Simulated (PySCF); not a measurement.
A TDDFT job was run through a driver script with this input:

```
{"job": {"kind": "uv", "xc": "CAM-B3LYP", "basis": "def2-SVPD", "ip": true}, "charge": 0, "multiplicity": 1}
C      2.140733    -0.362186     0.236762
C      0.853054    -0.211465     0.536630
F      0.420200    -0.194468     1.800928
C     -0.229129    -0.048591    -0.487378
C     -1.628807     0.098321     0.037617
O      0.046081    -0.043780    -1.663943
H      2.422685    -0.358474    -0.816334
H      2.895993    -0.482348     1.014441
H     -2.316694     0.246165    -0.802952
H     -1.915697    -0.799878     0.607043
H     -1.691950     0.944468     0.738901
```

Method: TDDFT CAM-B3LYP/def2-SVPD, vertical, gas phase, core orbitals frozen in the response in PySCF. Job line and output are in the format of a driver script around the code.

Question: Give the output.

Answer: 
```
coarse grid: 9616 points
cycle   1  E = -329.8820341857  dE =  9.078e-01  |g| = 9.036e-01  |ddm| = 5.208e+00
cycle   2  E = -329.5819187204  dE =  3.001e-01  |g| = 1.584e+00  |ddm| = 2.984e+00
cycle   3  E = -330.0474033264  dE = -4.655e-01  |g| = 1.061e-01  |ddm| = 2.044e+00
cycle   4  E = -330.0489222497  dE = -1.519e-03  |g| = 6.895e-02  |ddm| = 1.799e-01
cycle   5  E = -330.0497359354  dE = -8.137e-04  |g| = 1.215e-02  |ddm| = 7.679e-02
cycle   6  E = -330.0497681515  dE = -3.222e-05  |g| = 4.359e-03  |ddm| = 2.409e-02
cycle   7  E = -330.0497728487  dE = -4.697e-06  |g| = 1.259e-03  |ddm| = 1.043e-02
final grid: 94504 points
cycle   8  E = -330.1114499763  dE = -2.238e-05  |g| = 4.397e-03  |ddm| = 7.879e-02
cycle   9  E = -330.1114469312  dE =  3.045e-06  |g| = 6.187e-03  |ddm| = 1.321e-02
cycle  10  E = -330.1114539607  dE = -7.030e-06  |g| = 7.009e-04  |ddm| = 5.908e-03
cycle  11  E = -330.1114540522  dE = -9.147e-08  |g| = 1.942e-04  |ddm| = 1.027e-03
cycle  12  E = -330.1114540584  dE = -6.210e-09  |g| = 9.865e-05  |ddm| = 3.405e-04
cycle  13  E = -330.1114540604  dE = -1.997e-09  |g| = 9.666e-06  |ddm| = 1.498e-04
cycle  14  E = -330.1114540605  dE = -4.650e-11  |g| = 5.522e-06  |ddm| = 3.196e-05
converged SCF energy = -330.1114540605

Static polarisability (au): isotropic 53.169, principal 37.262 53.344 68.901

Singlet excitations
state   eV       nm        f      main configurations
  1   3.9568    313.3   0.00017   H->L 0.95
  2   5.7364    216.1   0.22951   H-1->L 0.98
  3   7.5995    163.1   0.01368   H->L+1 0.88
  4   7.6319    162.5   0.02768   H-1->L+1 0.81, H-1->L+2 0.08
  5   7.7353    160.3   0.00049   H-3->L 0.45, H->L+4 0.30, H-4->L 0.10
  6   8.0753    153.5   0.00113   H-3->L 0.43, H->L+4 0.42
  7   8.2355    150.5   0.09843   H-2->L 0.85
  8   8.4410    146.9   0.00393   H-1->L+2 0.72, H-1->L+5 0.12
  9   8.5620    144.8   0.00262   H-4->L 0.76, H-5->L 0.08, H->L+4 0.08
 10   8.7309    142.0   0.00688   H->L+2 0.80

Triplet excitations (Tamm-Dancoff, eV): 3.4340 3.4495 5.8448 7.2565
Vertical ionisation energy (delta-SCF) = 10.1448 eV
Vertical electron affinity (delta-SCF) = -0.0083 eV
```

Geometry: PBE0-D3(BJ)/def2-SVP, one conformer, isolated molecule.

The SCF starts on a coarse grid; the energy jumps when the final grid takes over, and dE counts afresh there. H and L stand for HOMO and LUMO.

All these states lie below the vertical ionisation energy of 10.14 eV (ΔSCF).

Time: 1.7 min of wall time. Hardware: one thread, Arm Neoverse V1, no GPU (shared host).

Conformer computed: `[CH2:1]=[C:2]([F:3])[C:4]([CH3:5])=[O:6]`: C1–C2–C4–C5 180°.
